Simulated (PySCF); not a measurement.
## Relative stability

The two ends of one reaction step of BH5SO, closed shell (PBE0-D4/def2-TZVP).

A:

```xyz
8
angstrom
B -0.1185 -0.4189 -0.5113
S 1.5743 0.3714 -0.5633
H -0.0308 -1.6030 -0.3211
H -0.9085 -0.0400 -1.3237
H 0.0156 0.5846 1.3564
O -0.7669 0.1555 0.9690
H 1.2348 1.5427 -1.1256
H -1.0091 -0.5879 1.5343
```

B:

B1  (-0.853, -0.500, -0.437)
S2  (1.890, 0.612, 0.317)
H3  (-0.330, -1.454, -0.944)
H4  (-1.006, 0.532, -1.025)
H5  (1.123, 1.535, 0.916)
O6  (-1.413, -0.585, 0.794)
H7  (1.871, 1.273, -0.851)
H8  (-1.286, -1.444, 1.203)
(Å)

PySCF 2.14 with density fitting (its default auxiliary sets; JK sets also for MP2 and CCSD(T)); basis: def2-TZVPP; cores frozen in the correlated methods. B3LYP uses VWN-RPA correlation.

(1) Which structure is lower at CCSD(T), and by how much? (To be estimated.)

(2) Do the other methods give the same order? (Judge from chemistry; the calculation decides.)

The T1 diagnostic stays at or below 0.013.

## Answers

(1) By the calculation: B, by 28.1 kJ/mol (electronic energy, against the other). By their contacts, A is BH₅SO ([OH2][BH2][SH]) and B is a complex of BH₃O ([BH2][OH]) + H₂S.

(2) By the calculation: Not all: SPW92 gives the other order.

```
   method  E(B) − E(A) (kJ/mol)
    SPW92                   8.8
   PBE-D4                 -14.6
r2SCAN-D4                 -20.1
  PBE0-D4                 -15.0
 B3LYP-D4                 -35.1
 BHLYP-D4                 -37.2
  wB97M-V                 -25.6
       HF                 -62.9
      MP2                 -21.4
     CCSD                 -33.1
  CCSD(T)                 -28.1
```

Labels in which every atom is bracketed show which atoms are joined, not bond orders.

For scale, one of the runs: CCSD(T)/def2-TZVPP, 174 basis functions, launched by `OMP_NUM_THREADS=4 python run.py`. The run took 2.9 min on 4 CPU threads of an Arm Neoverse V1 (shared host), with 1.5 GiB of host memory at its peak.
